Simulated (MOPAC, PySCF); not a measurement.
C₂H₄, SMILES `C=C` (lower singlet), neutral singlet in the gas phase. This singlet lies 2.98 eV below the relaxed triplet at the level composite: frozen-core CCSD(T) with HF/cc-pVQZ and the correlation energy extrapolated as X^-3 from cc-pVTZ and cc-pVQZ, plus CCSDT(Q) minus CCSD(T) in cc-pVDZ // B3LYP-D3(BJ)/def2-TZVP (Ansatz).

Cartesian coordinates (Å):
```xyz
6

C      0.6614    -0.0313     0.0145
C     -0.6614     0.0313    -0.0145
H      1.2152     0.0408     0.9429
H      1.2461    -0.1573    -0.8888
H     -1.2461     0.1573     0.8888
H     -1.2152    -0.0408    -0.9429
```
Charge 0, spin multiplicity 1.

All levels are single points at this geometry (B3LYP-D3(BJ)/def2-TZVP); Pople sets use spherical d functions. Orbital energies aren't observables, and empty levels follow the basis.

```csv
level,HOMO (eV),LUMO (eV),gap (eV),dipole (D),"vertical IE, Delta-SCF (eV)"
B3LYP-D3(BJ)/def2-TZVP in PySCF,-7.66,-0.14,7.52,0.00,–
PBE-D3(BJ)/def2-TZVP in PySCF,-6.76,-0.94,5.82,0.00,–
B3LYP/3-21G in PySCF,-7.38,0.64,8.02,0.00,–
B3LYP/6-311+G** in PySCF,-7.68,-0.27,7.40,0.00,–
B3LYP/6-31G* in PySCF,-7.28,0.55,7.83,0.00,10.39
BP86/6-31G* in PySCF,-6.45,-0.45,6.00,0.00,–
M06-2X/6-31G* in PySCF,-8.86,1.74,10.60,0.00,–
PBE/6-31G* in PySCF,-6.36,-0.35,6.01,0.00,10.48
SVWN5/6-31G* in PySCF,-6.50,-0.54,5.96,0.00,10.79
HF/3-21G in PySCF,-10.28,5.01,15.29,0.00,–
HF/STO-3G in PySCF,-8.94,8.76,17.70,0.00,–
PM3 in MOPAC,-10.63,1.21,11.84,0.00,–
PM7 in MOPAC,-10.78,1.03,11.82,0.00,–
```
